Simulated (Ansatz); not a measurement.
**MgNaH (quintet): the correlation ladder, def2-TZVPP**

The task here is to estimate one member of a computed series from the others.

The runs use Ansatz 0.2.0, Gaussian basis; def2-TZVPP, core rule «outside noble gas», up to 10 orbitals frozen.

The runs, in order: UHF; ROHF; CCSD(T) on UHF.

2 further runs of the same task are left out: 2 set aside as unsound or not needed.

## The system

The geometry is a PBE0/def2-TZVP stationary point (not a proven minimum) of the parent state, kept for this charge and spin.

3 atoms, charge 0, spin multiplicity 5.

Atoms are counted from 1 here; the program's logs count them from 0.

Bond lengths: Na1–H3 2.303 Å, Mg2–H3 1.787 Å. Angles: Na1–H3–Mg2 102.6°.

As a file:

```
Na    0.00000   -0.01720    1.65508
Mg    0.00000   -0.03449   -1.55371
H     0.00000    1.22394   -0.28473
```

Set-up of the first run:

in.yaml reads:

```yaml
crystal:
  periodic: [false, false, false]
  atoms:
    - {symbol: Na, position_ang: [0.000000, -0.017203, 1.655080]}
    - {symbol: Mg, position_ang: [0.000000, -0.034486, -1.553710]}
    - {symbol: H, position_ang: [0.000000, 1.223936, -0.284730]}
basis:
  gaussian: {orbitals: def2-TZVPP}
magnetization: {spin_polarized: true, initial_magnetization: 4}
hamiltonian: {xc: hf}
output: {orbitals: {seedname: orbitals}}
```

Launch:

```bash
$ ansatz run in.yaml --threads 1 --pin off --events-out ev --progress --plain --max-ram 4096MiB --backend cpu
```

Among the steps run: UHF; ROHF; CCSD(T) on UHF.

One table of the session follows, with a row left open; its other results are not shown here.

| method | from UCCSD(T) (kJ/mol) |
| --- | --- |
| ROHF | ? |
| UHF | +46.7 |
| UMP2 | +18.7 |
| UCCSD | +0.8 |
| UCCSD(T) | 0 |

Estimate the missing values for ROHF.

The run gave: from UCCSD(T) (kJ/mol): +47.0. In the column «from UCCSD(T) (kJ/mol)» it is the highest.
